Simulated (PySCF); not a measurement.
## Potential energy of OF along the bond

Set-up: O x2c-TZVPPall, F x2c-TZVPPall; spin-free X2C with a Gaussian nucleus (PySCF 2.14). Energies in eV from O + F in their ground configurations at the same level. All curves are PBE0. state 1: ²Π (doublet), unpaired electrons π ↑; state 2: ⁴Σ⁻ (quartet), unpaired electrons σ ↑, π ↑↑, a second solution, started from another occupation.

```csv
R (Å),state 1,state 2
1.146,-1.235,7.1587
1.200,-1.856,5.1785
1.253,-2.199,3.5702
1.293,-2.321,2.5995
1.333,-2.354,1.8082
1.373,-2.319,1.1723
1.426,-2.191,0.5271
1.493,-1.940,-0.0224
1.573,-1.563,-0.4037
1.680,-1.048,-0.6076
```

Task: Put a parabola through the three lowest points of the state 1 curve and estimate Re, k and ωe (reduced mass 8.684 u; 1 eV/Å² = 0.16022 mdyn/Å; ωe = 1302.8·√(k/μ) cm⁻¹).

Result: Through R = 1.293, 1.333, 1.373 Å the second-order coefficient is 21.2 eV/Å², so Re ≈ 1.332 Å, k ≈ 6.81 mdyn/Å and ωe ≈ 1154 cm⁻¹. A polynomial fit of higher order to the unrounded PBE0 energies gives Re = 1.331 Å, k = 6.98 mdyn/Å, ωe = 1168 cm⁻¹; anharmonicity and rounding make the difference.

The higher-order fit for each curve: state 1: Re = 1.331 Å, ωe = 1168 cm⁻¹, De = 2.35 eV. State 2 gave no clean fit.

⟨S²⟩ of the unrestricted solution departs from its pure value on part of the curve, where spin states mix. The state is the lowest determinant that a PBE0 search found; another state may lie lower at other levels.
